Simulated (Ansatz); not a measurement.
# B3LYP/6-31G(d) (Cartesian functions) run of P2 (diphosphorus)

What is the vertical electron affinity of P2 (diphosphorus) at B3LYP/6-31G* (Cartesian functions)? 

Program for the calculation: Ansatz 0.2.0.

16 further runs of the same task are left out: 16 set aside as unsound or not needed.

## Step 1: The molecule

The species is P2 (2 atoms), meant as a singlet with charge 0. SMILES: `P#P`. The bond length is the measured one.

Bond lengths: P1–P2 1.893 Å.

## Step 2: A single-point energy at B3LYP/6-31G(d) (Cartesian functions)

The input, in.yaml:

```yaml
crystal:
  periodic: [false, false, false]
  atoms:
    - {symbol: P, position_ang: [0.000000, 0.000000, 0.000000]}
    - {symbol: P, position_ang: [0.000000, 0.000000, 1.893400]}
basis:
  gaussian:
    orbitals: "6-31G*"
hamiltonian:
  xc: {name: B3LYP}
accuracy: high
output: {orbitals: {seedname: orbitals}}
```

Launch:

```sh
$ ansatz run in.yaml --threads 1 --pin off --max-ram 3480MiB --events-out events.jsonl --progress --plain --runs-dir runs
```

Log:

```text
Warning: RAYON_NUM_THREADS=1 ignored (pool sized by the plan → 1); use --threads N
Functional definition: B3LYP
  name "B3LYP"
  parameter a0 = 0.2
  parameter ax = 0.72
  parameter ac = 0.81
  exchange = (1 - a0 - ax)*slater_x + ax*b88_x + a0*exact_x
  correlation = (1 - ac)*vwn_rpa_c + ac*lyp_c
610 factors; integrals over basis functions are off by at most 3.8e-9 eV
mean field evaluation 1: about -18576.4092 eV, gradient 1.2e1 eV
mean field evaluation 2: about -18576.6040 eV, gradient 9.4e0 eV
mean field evaluation 4: about -18576.9084 eV, gradient 1.7e-1 eV
mean field evaluation 8: about -18576.9103 eV, gradient 2.2e-3 eV
mean field evaluation 16: about -18576.9103 eV, gradient 3.6e-8 eV
mean field -18576.91029710 eV, -682.6888615362 hartree, gradient 1.1e-8 eV, S^2 0.000000; 0 other end points of the search recorded, 0 dependent functions left out
reference -18576.91032350 eV, -682.6888625065 hartree; 15, 15 occupied and 23, 23 virtual orbitals, 610 factors
Total energy: -18576.91032350 eV, -682.6888625065 hartree
```

Run time: 0.89 s. Hardware: 1 thread of Intel Xeon Platinum 8488C (Sapphire Rapids), shared host; peak memory 0.11 GiB.

## Step 3: The doublet anion, same level

The input, molecule.yaml:

```yaml
basis:
  gaussian:
    orbitals: "6-31G*"
crystal:
  periodic: [false, false, false]
  atoms:
    - symbol: P
      position_ang: [0.000000, 0.000000, 0.000000]
    - symbol: P
      position_ang: [0.000000, 0.000000, 1.893400]
total_charge: -1
magnetization:
  spin_polarized: true
  initial_magnetization: 1
hamiltonian:
  xc: {name: B3LYP}
accuracy: high
output:
  orbitals: {seedname: orbitals}
```

Launch:

```sh
$ ansatz run molecule.yaml --threads 1 --pin off --max-ram 3480MiB --events-out events.jsonl --progress --plain --runs-dir runs
```

Log, cut to the lines that bear on the results:

```text
Warning: RAYON_NUM_THREADS=1 ignored (pool sized by the plan → 1); use --threads N
[... 7 set-up lines as earlier in the session ...]
614 factors; integrals over basis functions are off by at most 3.6e-9 eV
mean field evaluation 1: about -18577.0114 eV, gradient 3.2e0 eV
mean field evaluation 2: about -18577.0488 eV, gradient 2.2e0 eV
mean field evaluation 4: about -18577.0814 eV, gradient 3.6e-1 eV
mean field evaluation 8: about -18577.1507 eV, gradient 1.0e-3 eV
mean field evaluation 16: about -18577.1507 eV, gradient 4.2e-7 eV
mean field evaluation 32: about -18577.1507 eV, gradient 1.3e-8 eV
mean field -18577.15071978 eV, -682.6976969067 hartree, gradient 1.3e-8 eV, S^2 0.751986; 1 other end points of the search recorded, 0 dependent functions left out
reference -18577.15074474 eV, -682.6976978243 hartree; 16, 15 occupied and 22, 23 virtual orbitals, 614 factors
Total energy: -18577.15074474 eV, -682.6976978243 hartree
```

Wall time 2.6 s (1 thread of Intel Xeon Platinum 8488C (Sapphire Rapids), shared host); peak memory 0.14 GiB.

## Step 4: Summary of results

Level: B3LYP/6-31G* (Cartesian functions).

| quantity | value |
| --- | --- |
| singlet P2: total energy | -682.68886 Eh |
| singlet P2: HOMO energy | -7.85 eV |
| singlet P2: LUMO energy | -2.70 eV |
| singlet P2: HOMO–LUMO gap | 5.14 eV |
| doublet anion: total energy | -682.69770 Eh |
| doublet anion: HOMO energy (highest over α and β) | 2.22 eV |
| doublet anion: LUMO energy (lowest over α and β) | 3.66 eV |
| doublet anion: ⟨S²⟩ | 0.752 |
| vertical electron affinity (to the doublet anion) | 0.240 eV |

In words: At fixed nuclei the extra electron is bound by 0.24 eV (23.2 kJ/mol). The basis has no diffuse functions, so the error can be as large as this value. The HOMO (doublet anion) lies at positive energy, 2.22 eV; only total energies tell whether the electron is bound.
